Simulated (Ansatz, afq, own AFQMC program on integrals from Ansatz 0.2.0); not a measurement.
## CH$_{2}$N⁺, quintet in cc-pVDZ, levels against CCSDT(Q)

```tsv
atom	x (Å)	y (Å)	z (Å)
N	0.0000	0.0000	0.5481
C	0.0000	0.0000	-0.8171
H	0.0000	0.8633	1.0602
H	0.0000	-0.8633	1.0602
```

Connectivity, by distances: NH2–C.

Basis cc-pVDZ. Noble-gas cores (and the filled d shells of Ga–Kr and In–Xe) are frozen. Integrals, coupled cluster, full CI and functionals: Ansatz 0.2.0; the random walks run on the same integrals in our own AFQMC program. ph-AFQMC/CISD is guided by a CISD state made of CCSD amplitudes; releasing the constraint for a short imaginary time cuts its bias at the price of noise, slowly where states lie close. Free projection: walkers drawn from exp(T), propagated without any constraint. Its projection time is finite, and what remains of the start isn't in its error. Uncertainties: one standard error, sampling alone.

Determinant: UHF, the one that the program's search chose, which needn't be the lowest solution. The geometry is a PBE0/def2-TZVP stationary point of this or a neighbouring charge and spin state.

No full CI on the walks' own integrals is used here; CCSDT(Q) serves as the reference and is uncertain by about the last step of the cluster series.

Cautions: another spin lies lower (by 4.03 eV); the ph-AFQMC/CISD walk drifts between its halves (2.7 errors).

- T1 diagnostic: 0.0096
- weight of the determinant in the CISD state: 0.933
- ⟨S²⟩ of the determinant: 6.008
- size of the correlated space: 10 electrons in 36 orbitals

```tsv
level	correlation energy (eV)
MP2	-4.6331
CCSD	-5.3531
CCSD(T)	-5.4489
```

Problem. Estimate where phaseless AFQMC with the Hartree–Fock trial lies against CCSD(T) on the same integrals.

Solution. 1.54 ± 0.73 mEh below CCSD(T).

Reference: CCSDT(Q), correlation energy -5.468 eV. The released energy is read at 2.40 1/Eh (meV from the phaseless value at times in 1/Eh: -0.6 ± 1.4 at 0.24, -1.7 ± 1.0 at 0.51, -2.3 ± 1.0 at 0.99, -2.1 ± 1.1 at 1.62, -3.8 ± 1.4 at 2.40).

| level | E − E(reference) (mEh) | share of correlation (%) |
| --- | --- | --- |
| CCSD(T) | 0.72 | 99.64 |
| CCSDT | 0.21 | 99.90 |
| ph-AFQMC/HF | -0.82 ± 0.73 | 100.41 |
| ph-AFQMC/CISD | 0.06 ± 0.07 | 99.97 |
| released AFQMC | -0.08 ± 0.05 | 100.04 |
| free AFQMC | -0.06 ± 0.05 | 100.03 |

Free projections are given only where their last times agree within the noise and don't stop above the reference; a slow remainder of the start can still hide under it. A walk keeps the symmetry of its determinant, which the program's search chose and which needn't be the lowest solution, so a lower state of the same spin and another symmetry isn't excluded. Released energies are given only where the last usable release times agree within the noise; a slower fall can still hide under it.
